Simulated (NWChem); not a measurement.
Molecule: allene (C3H4); SMILES C=C=C

```xyz
7

C      0.0000     0.0000     1.3165
C      0.0000     0.0000     0.0000
C      0.0000     0.0000    -1.3165
H     -0.6663     0.6663     1.8909
H      0.6663    -0.6663     1.8909
H     -0.6663    -0.6663    -1.8909
H      0.6663     0.6663    -1.8909
```
Atoms are numbered in this order, from 1.

STO-3G and 3-21G are far too small for this property and stand as cheap habits. Coordinates come from a PBE-D3(BJ)/def2-SVP optimisation.

Problem. List the 4 lowest vertical singlet excitations from Hartree-Fock/3-21G, CIS (NWChem).

Solution. 
```csv
state,energy (eV),oscillator strength,leading excitation (squared amplitude)
S1,6.54,0.000,HOMO−1 → LUMO+1 (0.41)
S2,6.93,0.000,HOMO−1 → LUMO (0.49)
S3,8.67,0.000,HOMO−1 → LUMO (0.40)
S4,9.03,1.810,HOMO−1 → LUMO+1 (0.45)
```
